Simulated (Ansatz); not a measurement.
Consider the formal hydrolysis of a C–S bond: `NC(O)(F)S` + H₂O → `NC(O)(O)F` + H₂S.

Computed with Ansatz on PBE0-D4/def2-TZVP structures; ΔE is electronic, products minus reactants. CCSD(T)/CBS adds triple-zeta CCSD(T) − MP2 to the extrapolated MP2 energy (def2 sets, frozen cores). This one scheme is used for every species. DFT in def2-TZVPP. Each species was taken in one conformer, which may not be the lowest.

| level | ΔE (kcal/mol) |
| --- | --- |
| B2PLYP | -8.7 |
| PBE-QIDH | -9.0 |

Problem. What does CCSD(T)/CBS give? (Best estimate.)

Solution. Computed: -6.8 kcal/mol. The listed levels differ from it by -1.9, -2.2 kcal/mol.

Largest T1 diagnostic among the species: 0.012.

The D4 term adds +1.4 kcal/mol with B3LYP and +0.7 kcal/mol with PBE0; it sums over pairs of atoms, weighted by their polarisabilities, and B3LYP, whose exchange is more repulsive, gets the larger term. From BLYP to BHLYP (50 % exact exchange), in def2-TZVPP and without D4, ΔE moves by −3.2 kcal/mol. In def2-TZVPP, CCSD(T) changes the Hartree–Fock value by +5.3 kcal/mol (the triples alone add +0.9 kcal/mol) and MP2 by +7.0 kcal/mol.

CCSD(T)/CBS has its own doubt, a few kJ/mol and more with outer-core shells, so smaller differences from it don't rank the levels.

B3LYP here is the variant with VWN-RPA as its local correlation; programs differ in this.
